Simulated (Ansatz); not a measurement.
(1) Predict a relaxed structure of the cluster LiSi₂ (the lowest doublet isomer of a short search), charge 0, doublet, at PBE-D4/def2-TZVP (Ansatz).

Results:

(1) 
Cartesian coordinates in Å:
```
Li 0.9550 1.0967 -0.5362
Si -0.0747 -0.4239 1.2399
Si -0.8803 -0.6727 -0.7037
```
Point group C2v (tolerance 0.1 Å). This is one stationary point.

The structure comes from a short search, and lower isomers may exist.
